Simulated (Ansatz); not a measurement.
**CH₃OSi+ (SMILES O[C+]=[SiH2]): single points off equilibrium**

An exercise on one series of results from a longer session: the logs are not shown, and one member is left open.

Program: Ansatz 0.2.0, Gaussian basis. Level of theory: single points in def2-TZVPP. These are calculated values, not measurements.

Correlated methods freeze the cores. B3LYP uses VWN-RPA correlation.

## Starting geometry

6 atoms, charge 1, spin multiplicity 1.

Atoms are counted from 1 here; the program's logs count them from 0.

Bond lengths: O1–C2 1.319 Å, O1–H4 1.023 Å, C2–Si3 1.797 Å, Si3–H5 1.479 Å, Si3–H6 1.486 Å. Angles: C2–O1–H4 118.7°, O1–C2–Si3 148.9°, C2–Si3–H5 119.7°, C2–Si3–H6 117.3°, H5–Si3–H6 121.0°.

As a file:

```tsv
atom	x (Å)	y (Å)	z (Å)
O1	-0.9864	-1.5972	-0.2540
C2	-0.7573	-0.3178	-0.0271
Si3	0.4246	1.0107	0.2349
H4	-0.1888	-2.2342	-0.3277
H5	0.6878	1.9811	-0.8493
H6	0.8220	1.3017	1.6371
```

Set-up of the first run:

run/in.yaml

```yaml
crystal:
  periodic: [false, false, false]
  atoms:
    - {symbol: O, position_ang: [-0.986400, -1.597200, -0.254000]}
    - {symbol: C, position_ang: [-0.757300, -0.317800, -0.027100]}
    - {symbol: Si, position_ang: [0.424600, 1.010700, 0.234900]}
    - {symbol: H, position_ang: [-0.188800, -2.234200, -0.327700]}
    - {symbol: H, position_ang: [0.687800, 1.981100, -0.849300]}
    - {symbol: H, position_ang: [0.822000, 1.301700, 1.637100]}
basis:
  gaussian: {orbitals: def2-TZVPP}
total_charge: 1
correlation: {method: ccsd_t}
output: {forces: true}
```

No record of the launch command was kept for these runs.

Steps of the session up to this table: CCSD(T)/def2-TZVPP; PBE0-D4/def2-TZVPP; wB97M-V/def2-TZVPP; r2SCAN-D4/def2-TZVPP; PBE-D4/def2-TZVPP; B3LYP-D4/def2-TZVPP; r2SCANh-D4/def2-TZVPP.

One of the session's tables, all rows but one given; the rest of the session is left out.

```
    method  RMS force component (eV/Å)  angle to CCSD(T) forces (°)
   CCSD(T)                       1.178                    reference
   PBE0-D4                       1.357                          8.2
   wB97M-V                       1.272                          7.5
 r2SCAN-D4                       1.245                          7.7
    PBE-D4                           ?                            ?
  B3LYP-D4                       1.245                          6.8
r2SCANh-D4                       1.322                          7.3
```

Q: Estimate the row for PBE-D4 from the others.

The run gave: RMS force component (eV/Å): 1.114; angle to CCSD(T) forces (°): 11.6. In the column «RMS force component (eV/Å)» it is the lowest.
